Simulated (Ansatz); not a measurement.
Molecule: NH$_{3}$, net charge 1, doublet state. 
Coordinates optimised at B3LYP-D3(BJ)/def2-TZVP (Ansatz, a quantum-chemistry and plane-wave program):
```
N
H 1 1.0255
H 1 1.0255 2 120.00
H 1 1.0255 2 120.00 3 -180.00
```
Charge +1, spin multiplicity 2.

Basis-set convergence of Hartree-Fock and MP2 correlation energies (hartree) with Ansatz. Correlated levels leave the core frozen unless marked. UHF or UKS for open shells. Spin-orbit coupling is left out. No relativistic terms.

```tsv
basis	functions	E(HF)	E(corr, MP2)
aug-cc-pVDZ	50	-55.88849	-0.14650
aug-cc-pVTZ	115	-55.90338	-0.18061
aug-cc-pVQZ	218	-55.90698	-0.19210
```

Extrapolating the two largest sets (X = 3 and 4) as X^-3: E(corr) = (64·(-0.19210) - 27·(-0.18061))/37 = -0.2005 Eh, an estimate of the basis-set limit. The largest set recovers 95.8 % of it, the smallest 73.1 %.
